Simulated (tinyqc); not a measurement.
The integration grid: Kohn-Sham B3LYP on finer and finer grids in the sto-3g basis, for BH2, spin multiplicity 2. Computed by the program tinyqc with PySCF. Self-consistent on each grid; the net force on the molecule should vanish.

Geometry (angstrom):
```
atom,x,y,z
B,0.0000,0.0000,0.0000
H,0.0000,1.0370,0.5220
H,0.0000,-1.0370,0.5220
```

Kohn-Sham energy on Becke grids (radial x angular points per atom):
```
grid,points,residual of the electron count,E (hartree),E - finest (mhartree),largest net force without grid terms (hartree/bohr)
10 x 14,420,2.24e-02,-25.593724,-0.035765,2.79e-02
15 x 26,1170,-4.07e-04,-25.592983,0.704817,4.15e-03
20 x 50,3000,5.38e-04,-25.593781,-0.093363,2.01e-03
30 x 86,7716,5.58e-05,-25.593667,0.020527,7.37e-04
50 x 194,29084,1.75e-06,-25.593688,-0.000581,1.68e-05
75 x 302,67920,4.19e-07,-25.593688,-0.000308,1.92e-07
120 x 590,212200,-1.58e-10,-25.593688,0.000000,8.57e-08
```

What does the comparison show, and why?

The energy is within 0.1 mhartree of the finest grid first at 10 x 14. The error has both signs, since quadrature is not variational. The electron count and the net force are cheap signs of a poor grid.
